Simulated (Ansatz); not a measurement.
Relative stability

The two ends of one reaction step of SiH4O, closed shell (PBE0-D4/def2-TZVP).

A:

Si1  (-0.386, 0.068, -0.052)
O2  (1.250, 0.226, -0.169)
H3  (-0.849, -1.252, -0.562)
H4  (-0.852, 0.204, 1.355)
H5  (-0.958, 1.155, -0.879)
H6  (1.795, -0.401, 0.308)
(Å)

B:

```
6
angstrom
Si -1.2203 0.1677 -0.0745
O 0.6771 -0.5034 -0.5089
H 0.7223 -1.4599 -0.4083
H -0.7688 0.3515 1.3778
H -0.7363 1.5557 -0.4716
H 1.3261 -0.1116 0.0855
```

Program: Ansatz 0.2.0. Basis: def2-TZVPP. Cores are frozen in the correlated methods. B3LYP uses VWN-RPA correlation.

Q: Which structure is lower at CCSD(T), and by how much? (To be estimated.)

A: The calculation gives: A, by 58.56 kcal/mol (electronic energy, against the other). By their contacts, A is SiH₄O ([OH][SiH3]) and B is SiH₄O ([OH2][SiH2]).

All methods give the same order:

```
      method  E(B) − E(A) (kcal/mol)
       SPW92                   54.25
      PBE-D4                   54.58
     BLYP-D4                   55.89
   r2SCAN-D4                   60.46
      B97M-V                   56.93
     PBE0-D4                   57.32
    B3LYP-D4                   58.21
  r2SCAN0-D4                   61.14
    BHLYP-D4                   61.33
CAM-B3LYP-D4                   59.88
     wB97X-V                   60.22
     wB97M-V                   56.61
      B2PLYP                   60.03
    PBE-QIDH                   60.86
  RPA on PBE                   56.96
          HF                   64.41
         MP2                   62.00
        CCSD                   59.13
     CCSD(T)                   58.56
```

No T1 diagnostic of these runs exceeds 0.012.

Labels in which every atom is bracketed show which atoms are joined, not bond orders.

For scale, one of the runs: CCSD(T)/def2-TZVPP, 129 basis functions, launched by `ansatz run in.yaml --threads 2 --pin off --events-out ev --progress --plain --max-ram 4352MiB`. The run took about 4.7 s on 2 CPU threads of an Arm Neoverse V1 (shared host).
